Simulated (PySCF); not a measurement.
Species: C₅H₁₂O.
Geometry (GFN2-xTB, Å), atoms numbered from 1 in this order:
```
atom  x, y, z in Å
C1    -2.975   -0.388   -0.245
C2    -1.732    0.410    0.128
C3    -0.457   -0.370   -0.169
O4     0.653    0.416    0.192
C5     1.886   -0.222   -0.048
C6     3.014    0.703    0.379
H7    -2.973   -0.626   -1.306
H8    -3.872    0.184   -0.022
H9    -3.013   -1.320    0.315
H10   -1.747    0.658    1.190
H11   -1.703    1.346   -0.432
H12   -0.407   -0.624   -1.241
H13   -0.449   -1.317    0.397
H14    1.933   -1.168    0.516
H15    1.977   -0.466   -1.119
H16    2.963    1.631   -0.182
H17    3.972    0.225    0.197
H18    2.923    0.933    1.437
```

Computed geometry: GFN2-xTB, gas phase.

Take the most abundant isotopes and a rigid rotor. The values belong to one conformer with, in the numbering `[CH3:1][CH2:2][CH2:3][O:4][CH2:5][CH3:6]`, C1–C2–C3–O4 180°, C2–C3–O4–C5 180°, C3–O4–C5–C6 180°.

Q: What are A, B and C (MHz)?

A: Ia = 31.88, Ib = 397.44, Ic = 413.54 u·Å²; 505379 MHz·u·Å²/I gives A = 15852, B = 1272, C = 1222 MHz.

Q: Classify the top.

A: A near-prolate asymmetric top. Ray's parameter κ = (2B − A − C)/(A − C) = -0.993; −1 is the prolate and +1 the oblate limit.

Q: What does the inertial defect say?

A: Not planar: Δ = Ic − Ia − Ib = -15.78 u·Å². For a rigid frame Δ = −2 Σ m c², so Σ m c² = 7.89 u·Å² lies off the ab plane, practically all of it from hydrogen. The atom farthest from that plane is 0.89 Å away.

Q: List the rotational levels J(Ka,Kc) to J = 4 (MHz).

A: Above 0(0,0):
J = 1: 1(0,1) 2494, 1(1,1) 17074, 1(1,0) 17124
J = 2: 2(0,2) 7481, 2(1,2) 22012, 2(1,1) 22161, 2(2,1) 65902, 2(2,0) 65902
J = 3: 3(0,3) 14961, 3(1,3) 29419, 3(1,2) 29716, 3(2,2) 73383, 3(2,1) 73384, 3(3,1) 146410, 3(3,0) 146410
J = 4: 4(0,4) 24935, 4(1,4) 39294, 4(1,3) 39789, 4(2,3) 83358, 4(2,2) 83360, 4(3,2) 156385, 4(3,1) 156385, 4(4,1) 258622, 4(4,0) 258622

Q: Estimate the classical rotational partition function at 25 K, 50 K and 500 K.

A: Point group Cs, symmetry number σ = 1; q = (√π/σ)·√((kT/h)³/(ABC)), k/h = 20836.6 MHz/K: 4250 at 25 K, 12000 at 50 K, 380000 at 500 K.

Stationary, but not proved a minimum. Constants of a rigid frame at the computed geometry: no zero-point averaging, no centrifugal distortion.
